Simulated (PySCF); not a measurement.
**Threshold energies of AlF in a plasma**

r²SCAN in PySCF with def2-TZVPPD on every atom, for the lowest determinant that a PBE0 search found; no spin–orbit coupling.

| species | state (unpaired electrons) | Re (Å) | ωe (cm⁻¹) | energy of the minimum from the neutral (eV) | De (eV) | dissociates to |
| --- | --- | --- | --- | --- | --- | --- |
| AlF | singlet (closed shell) | 1.666 | 783 | 0.00 | 6.89 | Al + F |
| AlF⁺ | doublet (σ ↑) | 1.604 | 932 | 9.38 | 3.67 | Al⁺ + F |

Problem. Work out the lowest energy to break AlF into atoms, from its vibrational ground state.

Solution. D0 = De − ωe/2 = 6.89 − 0.05 = 6.84 eV (r²SCAN/def2-TZVPPD).

Problem. Work out the ionisation energy of the Al atom at this level and the threshold of dissociative ionisation.

Solution. IE(Al) = 9.38 + 3.67 − 6.89 = 6.16 eV, so Al⁺ + F + e⁻ appears at D0 + IE(Al) = 13.00 eV (r²SCAN/def2-TZVPPD). The measured IE(Al) is 5.986 eV (NIST ASD).

These are thermodynamic thresholds; the onsets seen under electron impact lie higher where the geometry changes, and cross-sections peak well above them.

For an ion De counts to the pair picked by the measured ionisation energies or electron affinities, which need not be the lowest pair at this level. States were picked by a PBE0 search and need not be the measured ground states.
